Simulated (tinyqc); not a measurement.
Inside a calculation. Method: RKS/LDA (VWN5) in the sto-3g basis, for H2O, spin multiplicity 1. One step of it, computed by the program tinyqc.

Question. Iteration 2: diagonalisation and new density. Diagonalise F' = X^T F X, C = X C', fill 5 alpha and 5 beta electrons from the bottom; D = 2 C_occ C_occ^T. Each column has its largest component positive (the first on a tie).

Kohn-Sham matrix F (hartree):
```
             1O 1s      1O 2s     1O 2px     1O 2py     1O 2pz      2H 1s      3H 1s
1O 1s   -17.194258  -4.518007  -0.000015   0.000925  -0.009989  -0.477326  -0.477374
1O 2s    -4.518007  -1.299126  -0.000066  -0.007085  -0.104785  -0.318576  -0.312327
1O 2px   -0.000015  -0.000066   0.533036   0.000197  -0.000039   0.000011  -0.000036
1O 2py    0.000925  -0.007085   0.000197   0.441595   0.001573  -0.130092   0.120460
1O 2pz   -0.009989  -0.104785  -0.000039   0.001573   0.499060  -0.095223  -0.092053
2H 1s    -0.477326  -0.318576   0.000011  -0.130092  -0.095223  -0.225556  -0.072328
3H 1s    -0.477374  -0.312327  -0.000036   0.120460  -0.092053  -0.072328  -0.198681
```

X:
```
            1O 1s      1O 2s    1O 2px     1O 2py     1O 2pz      2H 1s      3H 1s
1O 1s    1.022990  -0.130848  0.000000   0.000000  -0.003842   0.015139   0.015139
1O 2s   -0.130848   1.092294  0.000000   0.000000   0.033276  -0.156768  -0.156768
1O 2px   0.000000   0.000000  1.000000   0.000000   0.000000   0.000000   0.000000
1O 2py   0.000000   0.000000  0.000000   1.046834   0.000000  -0.132845   0.132845
1O 2pz  -0.003842   0.033276  0.000000   0.000000   1.015734  -0.074431  -0.074431
2H 1s    0.015139  -0.156768  0.000000  -0.132845  -0.074431   1.066942  -0.028260
3H 1s    0.015139  -0.156768  0.000000   0.132845  -0.074431  -0.028260   1.066942
```

Give: F' = X^T F X; orbital energies; coefficients C; D after iteration 2.

Answer.

F' = X^T F X (hartree):
```
          1        2        3        4        5        6        7
1  -16.8338  -2.5053   0.0000   0.0017  -0.0172  -0.0265  -0.0266
2   -2.5053  -0.3950  -0.0001  -0.0062  -0.0471  -0.1692  -0.1678
3    0.0000  -0.0001   0.5330   0.0002   0.0000   0.0000   0.0000
4    0.0017  -0.0062   0.0002   0.5487   0.0024  -0.1916   0.1866
5   -0.0172  -0.0471   0.0000   0.0024   0.5351  -0.1123  -0.1102
6   -0.0265  -0.1692   0.0000  -0.1916  -0.1123  -0.1178  -0.0257
7   -0.0266  -0.1678   0.0000   0.1866  -0.1102  -0.0257  -0.0920
```

orbital energies (hartree): MO1 -17.2075, MO2 -0.3397, MO3 -0.1768, MO4 0.1513, MO5 0.5330, MO6 0.5705, MO7 0.6473

coefficients C:
```
            MO1      MO2      MO3      MO4      MO5      MO6      MO7
1O 1s    0.9926  -0.1533  -0.0156  -0.2344   0.0000  -0.0131   0.0026
1O 2s    0.0307   0.4826   0.0535   1.0070   0.0000   0.0982  -0.0095
1O 2px   0.0000   0.0000   0.0001   0.0001   1.0000  -0.0012   0.0016
1O 2py   0.0000   0.0163  -0.1846   0.0149  -0.0017  -0.0311   1.0467
1O 2pz   0.0021   0.1107   0.0107  -0.0590   0.0012   1.0135   0.0311
2H 1s   -0.0051   0.5212  -0.6523  -0.5329   0.0005  -0.2250  -0.3941
3H 1s   -0.0051   0.4189   0.7054  -0.5459  -0.0010  -0.2531   0.3900
```

D after iteration 2:
```
          1O 1s    1O 2s   1O 2px   1O 2py   1O 2pz    2H 1s    3H 1s
1O 1s    2.1278  -0.5607   0.0000  -0.0063  -0.0025   0.1002   0.0953
1O 2s   -0.5607   2.5015   0.0003   0.0260  -0.0106  -0.6403  -0.6199
1O 2px   0.0000   0.0003   2.0000  -0.0035   0.0023   0.0007  -0.0019
1O 2py  -0.0063   0.0260  -0.0035   0.0691  -0.0021   0.2419  -0.2630
1O 2pz  -0.0025  -0.0106   0.0023  -0.0021   0.0317   0.1643   0.1723
2H 1s    0.1002  -0.6403   0.0007   0.2419   0.1643   1.9624   0.0983
3H 1s    0.0953  -0.6199  -0.0019  -0.2630   0.1723   0.0983   1.9421
```
